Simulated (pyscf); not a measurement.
Structures and frequencies: ωB97X-D3(BJ)/def2-SVP in PySCF. Correlated levels are frozen-core, on RHF or UHF. ΔMP2 is the change of the MP2 total energy from the triple- to the quadruple-zeta basis.

Question: Estimate the classical barrier height and the reaction energy of F–GeH: [singlet] + NH₃ → H₂N–GeH₂–F at CCSD(T)/def2-TZVPP + ΔMP2(QZVPP). The step runs on the singlet surface, breaks H–N and forms Ge–N, Ge–H; take the separated reactants as zero.

Answer: ΔE‡ = 122.6 kJ/mol, ΔE = -140.5 kJ/mol. Zero-point energy shifts the barrier by -1.9 kJ/mol. It is an insertion, with an imaginary mode of 1567i cm⁻¹. On the reactant side the descent ends in an adduct with a Ge–N contact, 105.0 kJ/mol under the separated species and 227.8 kJ/mol under the saddle at ωB97X-D3(BJ)/def2-TZVP. What is counted as formed (Ge–N) is already present as a longer contact in the reactant adduct; forming that adduct is a step of its own. One saddle was located; it need not be the lowest between these sides. The CCSD(T) − MP2 part came from Ansatz, without density fitting, on the same reference. The frozen core leaves the outer d or s,p core shells of the metals and heavy elements correlated in the MP2 and CC values, and def2-TZVPP describes them poorly, which can shift differences by a few kcal/mol. Elements up to Kr have no core potential and no relativistic terms here.
